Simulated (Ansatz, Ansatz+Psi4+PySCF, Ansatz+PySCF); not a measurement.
| atom | x (Å) | y (Å) | z (Å) |
| --- | --- | --- | --- |
| C | 0.0000 | 0.0000 | 0.0000 |
| H | 1.0670 | 0.1419 | 0.1412 |
| H | -0.4939 | -0.7624 | 0.5943 |
| N | -0.6370 | 0.6898 | -0.8176 |

Basis set: cc-pVTZ (spherical functions). Left uncorrelated: 2 orbitals. Correlation on ROHF uses semicanonical orbitals with singles. Charge 0, multiplicity 2.

Computed with Ansatz (development build ahead of 0.2.0); each method stands on the lowest determinant of its kind that the runs found.

Q: Give the atomization energy at this shape (free ground-state atoms in the same class of orbitals less the molecule, no zero-point energy) of doublet CH2N by ROHF-MP2, UHF-MP2.

A:

```json
{"method": "ROHF-MP2", "atomization energy": "14.45 eV"}
{"method": "UHF-MP2", "atomization energy": "14.15 eV"}
```

Caution for UHF-MP2: the unrestricted determinant is spin contaminated.
